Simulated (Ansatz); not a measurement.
# BSiH2+ (singlet): from Hartree-Fock to the top rungs, cc-pVTZ

The task here is to estimate one member of a computed series from the others.

Computed with Ansatz 0.2.0, Gaussian basis. Level: cc-pVTZ, core rule «outside noble gas», up to 6 orbitals frozen.

Plan: UHF; CCSD(T) on RHF; CCSD(T) on UHF; BCCD(T) on RHF; CCSDT(Q) on RHF; CCSDT(Q) on UHF.

5 further runs of the same task are left out: 2 for a known fault of the program, 3 set aside as unsound or not needed.

## The system

The geometry is a PBE0/def2-TZVP stationary point (not a proven minimum) of the parent state, kept for this charge and spin.

4 atoms, charge 1, spin multiplicity 1.

Atoms are counted from 1 here; the program's logs count them from 0.

Bond lengths: Si1–B2 1.925 Å, B2–H3 1.203 Å, B2–H4 1.203 Å. Angles: Si1–B2–H3 121.5°, Si1–B2–H4 121.5°, H3–B2–H4 117.1°.

Geometry (Å):

```
Si    0.0000    0.0000    0.6345
B     0.0000    0.0000   -1.2907
H     0.0000   -1.0258   -1.9185
H     0.0000    1.0258   -1.9185
```

The first run:

Input file in.yaml:

```yaml
crystal:
  periodic: [false, false, false]
  atoms:
    - {symbol: Si, position_ang: [0.000000, 0.000000, 0.634524]}
    - {symbol: B, position_ang: [0.000000, 0.000000, -1.290679]}
    - {symbol: H, position_ang: [0.000000, -1.025810, -1.918468]}
    - {symbol: H, position_ang: [0.000000, 1.025810, -1.918468]}
basis:
  gaussian: {orbitals: cc-pVTZ}
total_charge: 1
magnetization: {spin_polarized: true, initial_magnetization: 0}
hamiltonian: {xc: hf}
output: {orbitals: {seedname: orbitals}}
```

On the command line:

```
ansatz run in.yaml --threads 1 --pin off --events-out ev --progress --plain --max-ram 2816MiB --backend cpu
```

Steps of the session up to this table: UHF; CCSD(T) on RHF; CCSD(T) on UHF; BCCD(T) on RHF; CCSDT(Q) on RHF; CCSDT(Q) on UHF.

One of the session's tables, all rows but one given; the rest of the session is left out.

| method | from RCCSDT(Q) (meV) |
| --- | --- |
| RHF | +5519.0 |
| UHF | ? |
| RMP2 | +1186.4 |
| UMP2 | +1356.1 |
| RCCSD | +188.6 |
| UCCSD | +210.8 |
| RCCSD(T) | +34.4 |
| UCCSD(T) | +49.7 |
| BCCD(T) | +33.8 |
| RCCSDT | +7.2 |
| UCCSDT | +11.4 |
| RCCSDT(Q) | 0 |
| UCCSDT(Q) | +2.3 |

Q: Estimate the row for UHF from the others.

As computed: from RCCSDT(Q) (meV): +5291.5. In the column «from RCCSDT(Q) (meV)» it lies between UMP2 (+1356.1) and RHF (+5519.0).

Caveats from the session: The determinant is far from a pure spin state, so its energy mixes those of several spin states (harmless only where they are near-degenerate, as at dissociation). Restricted and unrestricted rows rest on different reference determinants; where their highest levels disagree by more than a few hundredths of an eV, they describe different states and don't form one ladder.
